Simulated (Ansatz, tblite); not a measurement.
Forces on B3H9 (relaxed from a model of (H2B-mu-H)3, whose bonding it doesn't keep) at its PBE-D4/def2-TZVP geometry. Charge 0, multiplicity 1.

The xTB rows come from tblite.

GFN1-xTB (tblite), largest force 1.18 eV/Å:

```xyz
12
positions Å, forces eV/Å
B    -0.465   -0.409    0.920   -0.836   -0.581    0.596
H     0.134   -0.194    1.926   -0.200   -0.076   -0.276
H    -1.493   -1.041    1.038    0.082    0.013    0.249
H    -0.053   -1.360    0.110    0.394    0.278    0.318
B     0.804   -0.573   -0.505    0.422   -0.742   -0.814
H     0.723   -1.326   -1.451    0.258   -0.011    0.054
H     1.893   -0.422   -0.049   -0.305   -0.062   -0.158
H     0.298    0.357   -1.286    0.359    0.162    0.414
B    -0.180    1.059   -0.282   -0.549    0.862   -0.589
H     0.524    1.855    0.255   -0.217   -0.213   -0.170
H    -0.995    1.506   -1.060    0.123    0.220    0.085
H    -1.192    0.547    0.384    0.469    0.150    0.291
```

GFN2-xTB (tblite), largest force 1.36 eV/Å:

```
B -1.098 -0.709 0.390
H -0.377 -0.176 -0.315
H 0.149 0.019 0.484
H 0.588 0.670 0.445
B 0.173 -0.871 -1.034
H 0.498 -0.027 0.093
H -0.375 -0.175 -0.316
H 0.472 0.171 0.854
B -0.804 0.744 -0.803
H -0.370 -0.191 -0.308
H 0.227 0.429 0.154
H 0.918 0.117 0.355
```

PBE-D4/def2-TZVP (Ansatz), largest force 0.02 eV/Å:

```
B -0.008 -0.005 0.012
H -0.004 0.003 -0.005
H 0.004 0.001 -0.003
H 0.001 0.017 -0.002
B 0.013 -0.008 -0.007
H -0.001 0.001 0.005
H -0.004 0.003 -0.004
H -0.013 -0.009 0.012
B -0.002 0.014 -0.004
H 0.001 -0.009 0.002
H 0.005 0.001 0.005
H 0.009 -0.010 -0.011
```
